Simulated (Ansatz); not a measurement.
# SiPH4 (SMILES [SiH2]P): where methods fail along a bond

The species is SiPH4 (6 atoms), meant as a doublet with charge 0. As SMILES, `[SiH2]P`. The coordinates come from a GFN2-xTB relaxation. This is one conformer, not always the lowest.

```xyz
6

Si    0.1270   -0.9861   -0.1047
P    -0.3387    1.1700    0.1422
H    -0.3006   -1.7247    1.0879
H    -0.5793   -1.5143   -1.2763
H     0.4347    1.6172   -0.9153
H     0.6569    1.4380    1.0661
```

The Si1–H3 distance is scanned; the parts on either side stay rigid. Basis STO-3G, 10 core orbitals frozen in the correlated methods; program Ansatz 0.2.0. FCI is exact within this basis and core. Energies in eV from each method's value at 1.467 Å; open shells run as named. The shape above is that at 1.467 Å.

```json
{"distance (Å)": "1.467", "USVWN5": "0.00", "UPBE": "0.00", "UBLYP": "0.00", "UCCSD": "0.00"}
{"distance (Å)": "1.833", "USVWN5": "1.04", "UPBE": "0.99", "UBLYP": "0.95", "UCCSD": "1.09"}
{"distance (Å)": "2.200", "USVWN5": "2.71", "UPBE": "2.60", "UBLYP": "2.49", "UCCSD": "2.73"}
{"distance (Å)": "2.933", "USVWN5": "4.71", "UPBE": "4.39", "UBLYP": "4.23", "UCCSD": "4.14"}
{"distance (Å)": "3.666", "USVWN5": "4.98", "UPBE": "4.56", "UBLYP": "4.49", "UCCSD": "4.18"}
```

**Question.** Estimate the FCI curve, and say how far off each method is.

**Answer.** 
```csv
distance (Å),FCI
1.467,0.00
1.833,1.08
2.200,2.68
2.933,4.13
3.666,4.17
```

Departure from the FCI curve at its largest: USVWN5 +0.81 eV at 3.67 Å; UPBE +0.39 eV at 3.67 Å; UBLYP +0.32 eV at 3.67 Å; UCCSD +0.05 eV at 2.20 Å. For the functionals part of the departure is owed to the small basis.
